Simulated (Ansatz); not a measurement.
A made-up structure of AlBSiH5, doublet:

Al1  (1.031, -0.854, 1.144)
B2  (-0.117, 0.177, -0.102)
Si3  (-1.323, 1.153, -1.448)
H4  (-1.889, 0.422, -2.526)
H5  (-1.567, 2.541, -1.270)
H6  (1.009, -2.262, 0.572)
H7  (0.498, -0.901, 2.567)
H8  (2.471, -0.371, 1.189)
(Å)

It is relaxed with PBE-D4/def2-SVP and then PBE0-D4/def2-TZVP (Ansatz 0.2.0). Atoms count as bonded within 1.22 times the sum of their covalent radii (H–H: 0.88 Å). The end point is not checked to be a true minimum.

Question: Does its bonding change? (A judgement: the text doesn't fix the answer.)

Answer: By the calculation: Yes. Formed: B2–H6; broken: Al1–H6.

Where it ends: The first stage lowers the energy by 2.88 eV in 22 steps. It ends as AlBSiH₅ ([AlH2][BH][SiH2]):
```xyz
8
angstrom
Al 1.1003 -0.4201 1.4105
B -0.0423 -0.7000 -0.3261
Si -1.0172 0.7045 -1.1841
H -1.8505 0.5932 -2.4110
H -1.0491 2.1100 -0.7019
H -0.1322 -1.7718 -0.8593
H 0.4663 -0.6034 2.8622
H 2.6386 -0.0061 1.3363
```

Labels in which every atom is bracketed show which atoms are joined, not bond orders.

For scale, one of the runs: PBE0-D4/def2-TZVP relaxation, 135 basis functions, launched by `ansatz run in.yaml --threads 2 --pin off --events-out ev --progress --plain --max-ram 4352MiB`. Hardware: 2 CPU threads of an Arm Neoverse V2, shared host. Wall time about 26 s.
